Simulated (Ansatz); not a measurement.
We consider fcc Ag, described by PBE0 (plane waves, PAW; Ansatz, a quantum-chemistry and plane-wave program).

Numerical settings: plane-wave cutoff 460 eV, 14×14×14 k mesh, Fermi–Dirac smearing 0.05 eV, no spin polarisation, scalar-relativistic PAW data made under PBE.

A third-order Birch–Murnaghan fit to the energies gives V0 = 17.696 Å³/atom, B0 = 85.7 GPa, B′ = 6.8.

```
V (Å³/atom)  P (GPa)
-----------  -------
16.786          5.43
17.228          2.49
17.486          0.99
18.111             ?
18.553             ?
```

Q: Estimate the withheld pressures from this fit; the answers are the runs' own values.

A: 
- 18.111, P (GPa): -1.78
- 18.553, P (GPa): -3.55

The formula P = (3/2) B0 (x^(7/3) − x^(5/3)) [1 + (3/4)(B′ − 4)(x^(2/3) − 1)] with x = V0/V meets the computed pressures within 0.11 GPa when these rounded values are put in.

Measured, for comparison: bulk modulus 110 GPa (corrected for temperature and zero-point phonon effects, our sources range from 104 to 111; as tabulated in Levämäki et al. (2014), arXiv:1402.3671); equilibrium volume per atom 16.76 Å³/atom (static lattice: zero-point anharmonic expansion removed; as tabulated in Mejia-Rodriguez and Trickey (2018), arXiv:1807.09216). Computed (rounded) less measured: bulk modulus -22 % (-18 % to -23 % over the range), equilibrium volume per atom +5.6 %.

The computed numbers hold no vibrational or temperature effects.

It cost about 19 core-minutes (a rough figure) of CPU time.
